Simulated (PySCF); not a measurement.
Stepwise substitution at one centre (Al Cl-I). Gas-phase values, no solvent. Strings in code marks are SMILES.

Calculation: PBE-D3(BJ)/def2-TZVP // PBE0-D3(BJ)/def2-TZVP in PySCF 2.14.0. All candidates: neutral, multiplicity 1. Delta-SCF ions had no search for a lower state. 

```json
{
  "HOMO": "-7.95 eV",
  "HOMO–LUMO gap": "5.84 eV",
  "vertical ionisation energy (Delta-SCF)": "10.85 eV"
}
```

### Question
Say which member has these values.
A. `[Cl][Al]([I])[I]`
B. `[I][Al]([I])[I]`
C. `[Cl][Al]([Cl])[Cl]`

### Answer
C, `[Cl][Al]([Cl])[Cl]`. The others give `[I][Al]([I])[I]`: -6.61 eV, 3.95 eV, 8.94 eV; `[Cl][Al]([I])[I]`: -6.79 eV, 4.29 eV, 9.34 eV
